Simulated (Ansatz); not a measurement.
BH2Cl⁻. The state is a doublet with charge -1. Geometry PBE0-D4/def2-TZVP, that of the neutral singlet; atoms count from 1.

```csv
atom,x (Å),y (Å),z (Å)
B1,0.126,-0.045,0.073
H2,0.997,0.751,0.233
H3,0.183,-1.171,0.455
Cl4,-1.305,0.465,-0.761
```

The highest occupied level of the charge -1 doublet lies above zero (up to 2.20 eV). By energy differences it is unbound by 0.13 eV (vertical, to the charge 0 singlet, at PBE0-D4/def2-TZVPD) and held by the finite basis.

(1) Estimate the Mulliken populations from the PBE0/def2-TZVPD orbitals of Ansatz.

(2) Where does the spin sit?

(3) And the Mayer bond orders between bonded heavy atoms (over 0.3)?

Answers

(1) 
```tsv
atom	charge (e)	spin (α − β)
B1	-0.49	1.03
H2	-0.02	-0.08
H3	-0.02	-0.08
Cl4	-0.47	0.12
```
Mulliken values and Mayer orders depend strongly on the basis. With diffuse functions, as here, like atoms can get unlike values, and bond orders can come out too low or too high.

(2) Summed by element: B 1.03, H -0.15, Cl 0.12, of 1 unpaired in all. Largest on single atoms: B1 1.03, Cl4 0.12, H2 -0.08.

(3) B1–Cl4 1.14 (1.73 Å).
